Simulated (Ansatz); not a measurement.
Ga–SiH–Ga, doublet: the ladder up to UCCSDT(Q)

Geometry: a PBE0/def2-TZVP stationary point for this spin, not checked as a minimum.

```xyz
4

Ga    0.0000   -0.5215    2.5172
Si    0.0000   -0.2414    0.0000
Ga    0.0000   -0.5215   -2.5172
H     0.0000    1.2844    0.0001
```

Basis cc-pVDZ; Ansatz 0.2.0. Correlated methods freeze the noble-gas cores and the filled d shells of p-block atoms, which leaves 11 electrons in 44 orbitals. R marks a restricted (for open shells ROHF) determinant, U an unrestricted one. Active spaces: frontier = (9e, 9o) about the gap. No spin–orbit coupling is included, and no scalar relativity.

Full CI isn't at hand for all of this; UCCSDT(Q) serves as the reference, and is uncertain by the last step of the cluster series or more. The frozen core follows each run's orbitals, which can shift R against U totals by a few meV for light atoms and by up to 0.1 eV past Ca.

The UHF ⟨S²⟩ is 0.804. The T1 diagnostic (RCCSD) is 0.0247 and the largest doubles amplitude (RCCSD) is 0.060. The T1 diagnostic (UCCSD) is 0.0338.

```json
{"level": "UHF", "E − E(UCCSDT(Q)) (kcal/mol)": "139.39", "wall time": "–"}
{"level": "UMP2", "E − E(UCCSDT(Q)) (kcal/mol)": "35.14", "wall time": "–"}
{"level": "UCCSD", "E − E(UCCSDT(Q)) (kcal/mol)": "6.65", "wall time": "–"}
{"level": "UCCSD(T)", "E − E(UCCSDT(Q)) (kcal/mol)": "1.53", "wall time": "73 s"}
{"level": "UCCSDT", "E − E(UCCSDT(Q)) (kcal/mol)": "0.42", "wall time": "–"}
```

Run but not shown, since their state, orbitals or frozen core can't be matched to the reference's or they repeat it: RHF, RMP2, CISD, RCCSD, RCCSD(T), BCCD(T), RCCSDT, RCCSDT(Q), CASSCF (frontier space), NEVPT2 (frontier space).

Times hold each run's SCF and search for its determinant on a shared host, so for small cases they say little of a method's own cost; they ran on 1 thread of Intel Xeon. Some runs computed forces too.

Atomization energy (electronic, same basis, no zero-point term; atoms at the same level, unrestricted beside the R rows where the molecule is a closed shell, but restricted open-shell past Ca, as are all atoms' steps beyond CCSDT(Q)) at UCCSDT(Q): 634.3 kJ/mol. Errors of other levels:

```
   level  error (kJ/mol)
     UHF          -164.3
    UMP2           -12.4
   UCCSD           -19.7
UCCSD(T)            -3.9
  UCCSDT            -1.7
```

This basis is far from its limit, so the value isn't to be set against a measured one.
